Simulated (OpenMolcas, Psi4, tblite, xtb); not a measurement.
# A ladder of methods for AlO (oxoaluminum)

AlO: 2 atoms, total charge 0, spin state doublet. SMILES: `[O]=[Al]`. The shape is that of a PBE0-D4/def2-TZVP optimisation.

```tsv
atom	x (Å)	y (Å)	z (Å)
O	0.0000	0.0000	-0.0249
Al	0.0000	0.0000	1.5950
```

Each level gives the dipole moment (D). The values are calculated.

| level | kind | program | value (D) | CPU time |
| --- | --- | --- | --- | --- |
| GFN2-xTB | semi-empirical | tblite | 4.61 | under 2 s |
| GFN0-xTB | semi-empirical | xtb | 9.43 | under 2 s |
| USVWN5/def2-TZVPPD | LDA | OpenMolcas | 4.29 | 11 s |
| UBLYP/def2-TZVPPD | GGA | OpenMolcas | 4.14 | 16 s |
| UTPSS/def2-TZVPPD | meta-GGA | Psi4 | 4.19 | 55 s |
| UM06-2X/def2-TZVPPD | hybrid meta-GGA | OpenMolcas | 5.01 | 29 s |
| UCAM-B3LYP/def2-TZVPPD | range-separated hybrid | Psi4 | 4.48 | 46 s |

The values span 4.14 to 9.43 D. Magnitudes only. Times are those of the runs behind each value, whatever else they computed, on shared processors of several kinds: orders of magnitude only.
